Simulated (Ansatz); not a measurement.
A nudged elastic band was laid between two geometries of CH$_{6}$NSi (9 atoms, charge 0, multiplicity 2).

All numbers below come from Ansatz 0.2.0, UKS PBE0/def2-SVP.

```json
{
  "movable images": "7",
  "climbing image": "from the first iteration",
  "spring": "5.0 eV/Å²",
  "optimiser": "lbfgs",
  "start path": "IDPP",
  "force threshold": "0.05 eV/Å",
  "iteration limit": "60",
  "end points": "relaxed"
}
```

Image 0:

```xyz
9
Properties=species:S:1:pos:R:3
C -0.918 0.617 -1.090
Si 0.562 0.200 -0.062
N 0.139 -1.018 1.098
H -1.675 -0.134 -1.343
H -1.083 1.608 -1.527
H 1.093 1.492 0.496
H 1.667 -0.401 -0.878
H 0.877 -1.586 1.498
H -0.574 -0.823 1.793
```

Image 8:

```xyz
9
Properties=species:S:1:pos:R:3
C -0.890 0.470 -1.154
Si 0.577 0.264 -0.033
N 0.341 -0.775 1.335
H -1.539 -0.368 -1.439
H -1.168 1.430 -1.606
H 0.966 1.629 0.438
H 1.718 -0.342 -0.793
H 0.477 -1.774 1.229
H -0.394 -0.580 2.005
```

(1) Which bonds break or form, and what moves?

(2) What energy profile does the band end with?

(3) What is the geometry of the highest image?

## Answers

(1) No bond is made or broken. The height of N3 over the plane of its neighbours goes from 0.23 to -0.21 Å.

(2) The run converged. The highest image is number 5 of 0 to 8, 0.5 kcal/mol above the first end and 0.1 kcal/mol above the last; the last end lies 0.4 kcal/mol above the first. The top lies less than 8 meV above the higher end, about what the thresholds resolve: that end is a shoulder or a very shallow well. Another band between the same ends (7 images) ends at a top of the same energy, where a vibrational analysis finds 1 clearly imaginary mode.

| image | path coordinate (Å) | energy (kcal/mol) | height of N3 over the plane of its neighbours (Å) |
| --- | --- | --- | --- |
| 0 | 0.00 | 0.0 | 0.23 |
| 1 | 0.11 | 0.0 | 0.20 |
| 2 | 0.22 | 0.2 | 0.15 |
| 3 | 0.32 | 0.3 | 0.09 |
| 4 | 0.42 | 0.5 | 0.02 |
| 5 | 0.52 | 0.5 | -0.04 |
| 6 | 0.63 | 0.5 | -0.12 |
| 7 | 0.74 | 0.4 | -0.17 |
| 8 | 0.85 | 0.4 | -0.21 |

(3) 
```xyz
9
Properties=species:S:1:pos:R:3
C -0.900 0.521 -1.145
Si 0.567 0.251 -0.045
N 0.246 -0.832 1.258
H -1.588 -0.293 -1.404
H -1.147 1.488 -1.600
H 1.008 1.601 0.433
H 1.700 -0.367 -0.807
H 0.681 -1.740 1.348
H -0.479 -0.675 1.944
```

Run time: 120 s on 2 threads of Arm Neoverse V2, with other jobs on the host, peak memory 0.18 GiB.
